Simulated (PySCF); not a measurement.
Gas-phase reaction: 2 SiH4 = Si2H6 + 2 H

Method: PySCF energies plus ideal-gas RRHO corrections (1 bar). † marks an energy on the PBE0/def2-TZVP geometry and frequencies; other levels use their own. MP2 freezes the core. 6-31G* has spherical d functions here. Open shells (unrestricted): H (multiplicity 2); the rest are closed-shell singlets. B3LYP is the form with VWN-RPA correlation. MP2 isn't extrapolated to the basis-set limit.

MP2/def2-TZVPP† gives ΔH°(298 K) = 428 kJ.

Task: What do HF/6-31G*, B3LYP/6-31G*, B3LYP/def2-TZVP† give?

Result: HF/6-31G*: 360 kJ; B3LYP/6-31G*: 455 kJ; B3LYP/def2-TZVP†: 460 kJ. For scale, ΔH°(298 K) is 428 kJ at this level, 449 kJ at ωB97M-V/def2-TZVP†, and runs from 360 to 460 kJ over the 19 levels computed.
